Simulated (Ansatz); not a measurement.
Equilibrium lattice constant a (Å) of solids drawn from the class of elemental solids other than molecular ones, at two levels: PBE (Ansatz, a program for electronic structure, plane waves, PAW), and B3LYP (VWN-RPA form) in Ansatz (PAW).

```csv
solid,PBE,B3LYP (VWN-RPA form),shift (%)
diamond-structure Si,5.470,5.486,+0.29
fcc Cu,3.629,3.690,+1.68
bcc V,2.997,2.986,-0.37
bcc Ba,5.021,5.159,+2.75
diamond-structure Ge,5.761,5.775,+0.24
bcc Ta,3.319,3.332,+0.39
bcc Li,3.435,3.434,-0.03
bcc Rb,5.670,5.749,+1.39
fcc Rh,3.830,3.845,+0.39
diamond,3.572,3.568,-0.11
```

The shifts run from -0.37 % to +2.75 %, with a median of +0.34 %.

Of 10 rows, B3LYP (VWN-RPA form) is the larger in 7 and the smaller in 3.

Ansatz's runs of these crystals have no spin polarisation. Meta-GGAs and exact exchange favour moments, which can bear on bcc V, fcc Rh.

Spin–orbit coupling is left out, also for the solids with elements from indium on (bcc Ba, bcc Ta); its size isn't shown.

Exact exchange on metals is sensitive to the k mesh.

Caveats: the gap of the solid is closed in this run (diamond-structure Ge). Ansatz's density-functional and Hartree–Fock values are scalar-relativistic unless marked +SOC, with PAW data made under PBE.
